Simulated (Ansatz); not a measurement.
Input file:

```yaml
crystal:
  periodic: [false, false, false]
  atoms:
    - {symbol: B, position_ang: [0.000000, -0.219670, 2.195844]}
    - {symbol: N, position_ang: [0.000000, 0.184486, -0.330026]}
    - {symbol: P, position_ang: [0.000000, 0.035184, -1.865818]}
basis:
  gaussian: {orbitals: cc-pVDZ}
magnetization: {spin_polarized: false, initial_magnetization: 1}
correlation: {method: ccsd_t, electrons: valence}
accuracy: high
scf: {omitted_lower_state_checks: [cluster_reference]}
output: {forces: true}
```

```sh
$ ansatz run in.yaml --threads 1 --pin off --events-out ev --progress --plain --max-ram 2393MiB
```

(1) Roughly how long does this take on 1 thread of Arm Neoverse N1, shared host, and how much host memory?

```
these checks for a lower state are left out or cut short: cluster_reference
914 factors; integrals over basis functions are off by at most 3.5e-9 eV
mean field evaluation 1: about -11413.8763 eV, gradient 3.5e1 eV
mean field evaluation 2: about -11413.9309 eV, gradient 3.5e1 eV
mean field evaluation 4: about -11418.8468 eV, gradient 1.1e1 eV
mean field evaluation 8: about -11419.5972 eV, gradient 4.8e-1 eV
mean field evaluation 16: about -11419.6173 eV, gradient 1.6e-8 eV
mean field evaluation 32: about -11419.6163 eV, gradient 4.9e-4 eV
mean field evaluation 64: about -11419.6163 eV, gradient 1.0e-5 eV
mean field evaluation 96: about -11419.6167 eV, gradient 1.2e-1 eV
mean field evaluation 128: about -11419.6137 eV, gradient 6.0e-1 eV
mean field evaluation 160: about -11419.6163 eV, gradient 1.6e-2 eV
...
cycle  21  -9.95056904 eV  change   -5.8e-8 eV  update   4.8e-8
cycle  22  -9.95056805 eV  change    9.9e-7 eV  update   1.9e-7
cycle  23  -9.95056830 eV  change   -2.5e-7 eV  update   8.2e-8
cycle  24  -9.95056811 eV  change    1.9e-7 eV  update   4.3e-8
cycle  25  -9.95056808 eV  change    2.9e-8 eV  update   1.8e-8
cycle  26  -9.95056809 eV  change   -7.0e-9 eV  update   8.2e-9
cycle  27  -9.95056808 eV  change    7.1e-9 eV  update   4.5e-9
cycle  28  -9.95056808 eV  change    3.0e-9 eV  update   2.1e-9
cycle  29  -9.95056808 eV  change  -2.2e-10 eV  update   1.1e-9
perturbative correction -0.52321822 eV, -0.0192279148 hartree
the calculation of the forces begins
mean field evaluation 256: about -11419.5359 eV, gradient 5.0e-1 eV
Total energy: -11430.09110912 eV, -420.0481006663 hartree
Atom 0 at     0.000000    -0.219670     2.195844 Å, force     0.000000     0.017976    -0.088891 eV/Å
Atom 1 at     0.000000     0.184486    -0.330026 Å, force    -0.000000    -0.133680    -1.037810 eV/Å
Atom 2 at     0.000000     0.035184    -1.865818 Å, force     0.000000     0.115704     1.126701 eV/Å
Dipole moment:     0.000000    -0.008862    -0.772000 e Å
Checks for a lower state left out: cluster_reference
```

Forces (eV/Å):
```
B    0.000  0.018 -0.089
N    0.000 -0.134 -1.038
P    0.000  0.116  1.127
```

Results:

(1) 25 s wall and 0.26 GiB.
